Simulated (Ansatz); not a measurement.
Al₂H₆⁺, that is (H2Al-mu-H)2 with one electron fewer. Charge 1, multiplicity 2. Geometry PBE0-D4/def2-TZVP, that of the neutral singlet; atoms count from 1.

```
atom    x (Å)    y (Å)    z (Å)
 Al1   0.5890  -0.3816  -1.0933
  H2  -0.2899  -0.3025  -2.4007
  H3   2.0846  -0.8618  -0.9487
  H4  -0.3607  -1.0852   0.1841
 Al5  -0.5881   0.3807   1.0941
  H6  -2.0824   0.8584   0.9303
  H7   0.2762   0.3094   2.4117
  H8   0.3715   1.0826  -0.1774
```

**Question.** Estimate the Mulliken populations from the PBE0/def2-TZVP orbitals of Ansatz.

**Answer.** 
| atom | charge (e) | spin (α − β) |
| --- | --- | --- |
| Al1 | 0.39 | 0.08 |
| H2 | 0.07 | 0.21 |
| H3 | 0.07 | 0.21 |
| H4 | -0.04 | 0.00 |
| Al5 | 0.39 | 0.08 |
| H6 | 0.07 | 0.21 |
| H7 | 0.07 | 0.21 |
| H8 | -0.04 | 0.00 |
Mulliken values and Mayer orders depend strongly on the basis.

**Question.** Where does the spin sit?

**Answer.** Summed by element: Al 0.16, H 0.84, of 1 unpaired in all. Largest on single atoms: H6 0.21, H2 0.21, H7 0.21.

**Question.** And the Mayer bond orders between bonded heavy atoms (over 0.3)?

**Answer.** Al1–Al5 0.50 (2.60 Å).
